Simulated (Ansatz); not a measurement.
One geometry of the cluster S₃⁻, several levels of theory.

```yaml
crystal:
  periodic: [false, false, false]
  atoms:
    - {symbol: S, position_ang: [1.694245, 0.339768, 0.015929]}
    - {symbol: S, position_ang: [-1.417065, -0.988968, 0.008936]}
    - {symbol: S, position_ang: [-0.277180, 0.649190, -0.024875]}
basis:
  gaussian: {orbitals: def2-SVPD, initial_orbitals: start.molden}
total_charge: -1
magnetization: {spin_polarized: true, initial_magnetization: 1}
hamiltonian: {xc: pbe0, dispersion: d4}
scf: {omitted_lower_state_checks: [starts]}
output: {orbitals: {seedname: orbitals}}
```

The file start.molden holds the orbitals of an earlier run on this structure, at another level or in another basis.

```sh
$ ansatz run in.yaml --threads 4 --pin off --events-out ev --progress --plain --max-ram 3916MiB
```

Shortened log:

```
Functional definition: PBE0
  name "PBE0"
  cite "Adamo & Barone, J. Chem. Phys. 110, 6158 (1999) doi:10.1063/1.478522"
  cite "Perdew, Burke & Ernzerhof, Phys. Rev. Lett. 77, 3865 (1996) doi:10.1103/PhysRevLett.77.3865"
  parent pbe
  parameter a = 0.25
  parameter kappa = 0.804
  parameter beta = 0.06672455060314922
  exchange = (1 - a)*pbe_x(kappa = kappa, mu = beta*pi^2/3) + a*exact_x
  correlation = pbe_c(beta = beta)
these checks for a lower state are left out or cut short: starts
735 factors; integrals over basis functions are off by at most 1.0e-3 eV
mean field evaluation 1: about -32486.8232 eV, gradient 3.8e0 eV
mean field evaluation 2: about -32486.9038 eV, gradient 6.5e-2 eV
mean field evaluation 4: about -32486.9327 eV, gradient 1.3e-4 eV
mean field evaluation 8: about -32486.9327 eV, gradient 2.3e-5 eV
mean field -32486.93274004 eV, -1193.8727577627 hartree, gradient 2.3e-5 eV, S^2 0.754581; 0 other end points of the search recorded, 0 dependent functions left out
reference -32486.93276734 eV, -1193.8727587657 hartree; 25, 24 occupied and 56, 57 virtual orbitals, 735 factors
Total energy: -32487.03097210 eV, -1193.8763677241 hartree
Checks for a lower state left out: starts
```

It took 1.1 s on 4 threads of Arm Neoverse V1 on a shared host.

As the first input, with `gaussian: {orbitals: def2-TZVPD, initial_orbitals: start.molden}`, `hamiltonian: {xc: {name: B2PLYP}}` and without the key `output` (abridged; 2.8 s):

```
Functional definition: B2PLYP
mean field -32494.13932927 eV, -1194.1375950319 hartree, gradient 2.8e-6 eV, S^2 0.763418
15 core orbitals not correlated: weight in the atoms' cores, before any rotation towards them, 1.000 or more for the frozen orbitals, at most 0.000 for the correlated occupied ones
second order -17.88150370 eV of doubles, -0.00000000 eV of singles
Total energy: -32498.96746926 eV, -1194.3150259040 hartree
Checks for a lower state left out: starts
```

First input, but with `gaussian: {orbitals: 6-31G}`, `hamiltonian: {xc: {name: B3LYP}, dispersion: d4}` (abridged; 0.45 s):

```
Functional definition: B3LYP
mean field -32505.16468140 eV, -1194.5427692494 hartree, gradient 4.8e-5 eV, S^2 0.751220
Total energy: -32505.35944727 eV, -1194.5499267631 hartree
Checks for a lower state left out: starts
```

First input, but with `gaussian: {orbitals: def2-TZVPD, initial_orbitals: start.molden}`, `hamiltonian: {xc: {name: wB97X-V}}` (abridged; 4.8 s):

```
Functional definition: wB97X-V
mean field -32504.00735216 eV, -1194.5002381845 hartree, gradient 2.6e-5 eV, S^2 0.759093
Total energy: -32504.00735014 eV, -1194.5002381100 hartree
Checks for a lower state left out: starts
```

First input, but with `gaussian: {orbitals: "def2-TZVPPD.json", initial_orbitals: start.molden}`, `correlation: {method: ccsd_t}`, `scf: {omitted_lower_state_checks: [starts, cluster_reference]}` and without the key `hamiltonian` (abridged; 13 s):

```
Functional definition: HF
mean field -32454.42664163 eV, -1192.6781806793 hartree, gradient 2.9e-6 eV, S^2 0.783735
15 core orbitals not correlated: weight in the atoms' cores, before any rotation towards them, 1.000 or more for the frozen orbitals, at most 0.000 for the correlated occupied ones
second order -14.25823912 eV of doubles, -0.00000000 eV of singles
cycle   1  -14.60187952 eV  change   -3.4e-1 eV  update   1.2e-1
cycle   2  -15.04316674 eV  change   -4.4e-1 eV  update   3.7e-2
cycle   3  -15.16803372 eV  change   -1.2e-1 eV  update   2.4e-2
cycle   4  -15.16459687 eV  change    3.4e-3 eV  update   9.3e-3
cycle   5  -15.16156333 eV  change    3.0e-3 eV  update   5.3e-3
cycle   6  -15.16213329 eV  change   -5.7e-4 eV  update   1.8e-3
cycle   7  -15.16219850 eV  change   -6.5e-5 eV  update   7.1e-4
cycle   8  -15.16246040 eV  change   -2.6e-4 eV  update   2.6e-4
cycle   9  -15.16254476 eV  change   -8.4e-5 eV  update   1.1e-4
cycle  10  -15.16249602 eV  change    4.9e-5 eV  update   5.0e-5
cycle  11  -15.16248797 eV  change    8.1e-6 eV  update   2.4e-5
cycle  12  -15.16250061 eV  change   -1.3e-5 eV  update   9.2e-6
perturbative correction -0.94225711 eV, -0.0346273102 hartree
Total energy: -32470.53139935 eV, -1193.2700196094 hartree
Checks for a lower state left out: starts, cluster_reference
```

The first input with `gaussian: {orbitals: def2-TZVPD, initial_orbitals: start.molden}`, `correlation: {method: mp2}` and without the key `hamiltonian` (abridged; 1.2 s):

```
Functional definition: HF
mean field -32454.42231967 eV, -1192.6780218503 hartree, gradient 3.7e-6 eV, S^2 0.783697
15 core orbitals not correlated: weight in the atoms' cores, before any rotation towards them, 1.000 or more for the frozen orbitals, at most 0.000 for the correlated occupied ones
second order -14.04327087 eV of doubles, -0.00000000 eV of singles
Total energy: -32468.46559054 eV, -1193.1941025358 hartree
Checks for a lower state left out: starts
```

First input, but with `gaussian: {orbitals: def2-TZVPD, initial_orbitals: start.molden}`, `hamiltonian: {xc: {name: r2SCAN0}, dispersion: d4}` (abridged; 4.1 s):

```
Functional definition: r2SCAN0
mean field -32506.68636231 eV, -1194.5986899916 hartree, gradient 1.7e-5 eV, S^2 0.759606
Total energy: -32506.71630992 eV, -1194.5997905459 hartree
Checks for a lower state left out: starts
```

Geometry: r2SCAN-D4/def2-TZVPD.

B3LYP takes the VWN-RPA correlation. Correlated methods freeze 15 core orbitals. The structure comes from a short search, and lower isomers may exist.
